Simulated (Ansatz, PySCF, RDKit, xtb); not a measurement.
# CH6N2: from the formula to a structure

Task: start from the formula CH6N2, draw up candidate structures, narrow them down in stages, and characterise the one that lies lowest at 298.15 K.

The funnel: GFN2-xTB relaxations, single points with a density functional, relaxations at PBE0-D3(BJ)/def2-SVP, harmonic vibrations, and a last energy at a higher level. All values are calculated.

4 further runs of the same task are left out: 4 set aside as unsound or not needed.

## Step 1: Possible bonding patterns

All bonding patterns within simple valence rules are listed by program: one Lewis structure each, at most two rings and one unusual centre or charged pair. O–O, O–halogen and N–halogen bonds and N–N–N chains are not drawn. That gives 6 candidates.

```
label         SMILES     spin
 c073            CNN  singlet
 c210  [CH2-][NH2+]N  singlet
 c216    C[N-][NH3+]  singlet
 c818   N[CH-][NH3+]  singlet
 c832   C[NH2+][NH-]  singlet
 c950            NCN  singlet
```

Candidates are built by distance geometry, with a force field where one applies, in up to four conformers (letters a to d).

**Question.** With final energies at CCSD(T)/def2-TZVP, which structure will this search put lowest in free energy, and by what margin?

| quantity | value |
| --- | --- |
| lowest structure found | NCN, singlet, C1 |
| next finalist | CNN, singlet, 24.2 kcal/mol higher in G |
| share at equilibrium, among the finalists | 100.0 % |
| harmonic wavenumbers, lowest and highest (PBE0-D3(BJ)/def2-SVP) | 244 and 3614 cm⁻¹ |
| rotational constants, same geometry | 1.217, 0.3113, 0.2783 cm⁻¹ |
| dipole moment (PBE0/def2-TZVPD) | 1.63 D |
| HOMO energy (PBE0/def2-TZVPD) | -7.01 eV |
| LUMO energy (PBE0/def2-TZVPD) | 0.27 eV |
| HOMO–LUMO gap (PBE0/def2-TZVPD) | 7.28 eV |
| lowest excitation (TD-PBE0/def2-SVPD) | 6.31 eV (f = 0.041) |
| strongest of the states computed, same level | 8.41 eV (f = 0.079) |
| lowest triplet excitation, same level, Tamm-Dancoff | 6.01 eV |
| vertical ionisation energy | 9.35 eV |
| vertical electron affinity | -1.36 eV (unbound: the value depends on the basis) |
| vertical triplet less singlet | +5.78 eV |

The search ends on `NCN`. Among the finalists first place is clear (24.2 kcal/mol); structures outside the list aren't covered. GFN2-xTB, HF/STO-3G, r2SCAN-D4/def2-SVP, PBE0-D3(BJ)/def2-SVP, HF/def2-TZVP and MP2/def2-TZVP already put its bonding pattern lowest among the structures in one piece. The search is not exhaustive (a finite list of starts, one conformer a finalist), so a lower isomer can't be ruled out. Patterns outside the rules of the enumeration were met only by chance.
